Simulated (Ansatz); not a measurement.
Cost and result for the atomization energy of C₄H₇NO (`CCN=C=CO`) (13 atoms, 12 bonds).

Cartesian coordinates in Å:
```
C 0.457 -0.260 2.068
C 1.049 -0.243 0.674
N 0.416 0.801 -0.127
C -0.158 0.534 -1.174
C -0.792 0.382 -2.310
O -2.134 0.127 -2.459
H -0.600 -0.534 2.040
H 0.981 -0.987 2.693
H 0.542 0.723 2.533
H 0.957 -1.224 0.194
H 2.112 0.010 0.729
H -0.257 0.430 -3.249
H -2.573 0.240 -1.612
```

Total charge 0; spin multiplicity 1. All single points use the PBE0-D4/def2-TZVP geometry. It is one conformer, not always the lowest. Program: Ansatz. All runs use 4 threads of an Arm Neoverse V1 on a shared host. Times are those of one run each, without the atoms' runs, and a repeat can differ threefold. Electronic energies, without spin–orbit coupling; frozen cores. CCSD(T)/CBS adds CCSD(T) − MP2 in def2-TZVPP to the MP2 limit, and its time is that of the two runs behind it. T1 = 0.013. B3LYP takes the VWN-RPA correlation (the form of Gaussian; ORCA's B3LYP/G).

CCSD(T)/CBS is a level of theory with its own doubt, some kJ/mol a heavy atom from the limit and from the frozen cores, so smaller differences don't rank the functionals.

```tsv
level	functions	wall time	atomization (kcal/mol)	difference from CCSD(T)/CBS	per bond
PBE-D4/def2-TZVPP (with forces)	284	2.9 s	1314.1	50.7	4.2
PBE0-D4/def2-TZVPP	284	3.2 s	1279.0	15.6	1.3
r2SCAN-D4/def2-TZVPP (with forces)	284	4.9 s	1271.1	7.7	0.6
B3LYP-D4/def2-TZVPP (with forces)	284	5 s	1271.8	8.4	0.7
B2PLYP/def2-TZVPP	284	6.5 s	1257.2	-6.2	-0.5
ωB97X-V/def2-TZVPP	284	8.5 s	1267.8	4.4	0.4
ωB97M-V/def2-TZVPP (with forces)	284	13 s	1270.9	7.5	0.6
MP2/def2-QZVPP	552	31 s	1276.1	12.7	1.1
CCSD(T)/def2-TZVPP	284	5.1 min	1229.6	-33.8	-2.8
CCSD(T)/CBS(def2)	–	5.6 min	1263.4	0.0	0.0
```

From PBE to PBE0 (25 % exact exchange), in def2-TZVPP and without D4, the atomization energy moves by −34.3 kcal/mol: exact exchange takes away binding that semilocal exchange gives to molecules. The D4 term adds +8.2 kcal/mol with B3LYP and +4.3 kcal/mol with PBE0; it sums over pairs of atoms, weighted by their polarisabilities, and B3LYP, whose exchange is more repulsive, gets the larger term. In def2-TZVPP, CCSD(T) changes the Hartree–Fock value by +344.3 kcal/mol (the triples alone add +23.4 kcal/mol) and MP2 by +370.8 kcal/mol; breaking electron pairs costs correlation energy, which Hartree–Fock lacks.
